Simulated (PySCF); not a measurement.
Numbering as in the mapped SMILES `[CH3:1][CH2:2][C:3]([NH2:4])=[O:5]`; H(Xn) means a hydrogen on atom n. Ha(N4) is cis to the C=O or C=S heteroatom; Hb(N4) is trans to the C=O or C=S heteroatom.

GIAO shifts from PySCF 2.14.0 with density-fitted response routines on PBE0-D3(BJ)/def2-TZVP geometries (one conformer, non-relativistic, equivalent nuclei averaged), against TMS at the same level and in the same medium; PCM means IEF-PCM chloroform.

Measured (solution, not stated per compound (mostly CDCl3 or CCl4); Pretsch, Buehlmann, Badertscher, Structure Determination of Organic Compounds, 4th ed. (2009)): C2 29.0, C1 9.7, H(C2) 2.23, H(C1) 1.13 ppm.

Which unscaled values do B97-2/pcSseg-2, gas; WP04/pcSseg-2, PCM; wB97X-D/pcSseg-2, PCM give, and how close are they?

## Answers


| atoms | measured | B97-2/pcSseg-2, gas | WP04/pcSseg-2, PCM | wB97X-D/pcSseg-2, PCM |
| --- | --- | --- | --- | --- |
| C2 | 29.0 | 30.3 | 33.6 | 31.5 |
| C1 | 9.7 | 10.5 | 12.6 | 10.3 |
| H(C2) | 2.23 | 2.15 | 2.32 | 2.33 |
| H(C1) | 1.13 | 1.05 | 1.04 | 1.00 |

Mean absolute error for ¹³C: B97-2/pcSseg-2, gas 1.1, WP04/pcSseg-2, PCM 3.8, wB97X-D/pcSseg-2, PCM 1.6 ppm.

Mean absolute error for ¹H: B97-2/pcSseg-2, gas 0.08, WP04/pcSseg-2, PCM 0.09, wB97X-D/pcSseg-2, PCM 0.11 ppm.

The C=O carbon of an acid or of an amide with N–H lies up to 10 ppm further downfield in solution, through hydrogen bonding that the calculation lacks.
